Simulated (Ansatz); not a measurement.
# CF: the cost of one run

Method: the levels named in each step, in Ansatz 0.2.0.

## (1) The structure to begin with

Bond lengths: C1–F2 1.134 Å.

Structure file:

```xyz
2

C     0.0000    0.0000    0.0000
F     0.0000    0.0000    1.1338
```

## (2) A rough first relaxation, PBE-D4/def2-SVP

Input file input.yaml:

```yaml
crystal:
  periodic: [false, false, false]
  atoms:
    - { symbol: C, position_ang: [0.0, 0.0, 0.0] }
    - { symbol: F, position_ang: [0.0, 0.0, 1.13377] }
total_charge: 1
basis:
  gaussian: { orbitals: def2-SVP }
hamiltonian:
  xc: pbe
  dispersion: d4
relax:
  f_tol: 0.03
  max_steps: 200
```

The run is started by

```bash
> ansatz run input.yaml --threads 1 --pin off --max-ram 2560MiB --backend cpu --events-out ev --progress --plain --runs-dir out
```

Q: Estimate wall time and peak memory on 1 thread of Intel Xeon at 2.50GHz (Skylake/Cascade Lake), shared host.

About 2.6 s, with a peak of 0.091 GiB.
